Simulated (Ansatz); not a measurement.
**Rutile PbO₂**

The numbers are results of r²SCAN (PAW; Ansatz, a program for electronic structure), not measurements.

Numerical settings: plane-wave cutoff 500 eV, 10×14×1 k mesh (along the axes of the cell as run), Fermi–Dirac smearing 0.05 eV, scalar-relativistic PAW data made under PBE.

Cell: relaxed at this level.

* **surface energy of the (100) face**: 0.95 J/m²
* **work function of the (100) face**: 7.68 eV

The slab of 18 atoms is relaxed and unreconstructed.

Spin–orbit coupling is not included; it can shift volumes and moduli of such heavy elements.

The computed numbers hold no vibrational or temperature effects.

The result took roughly 21 core-minutes.
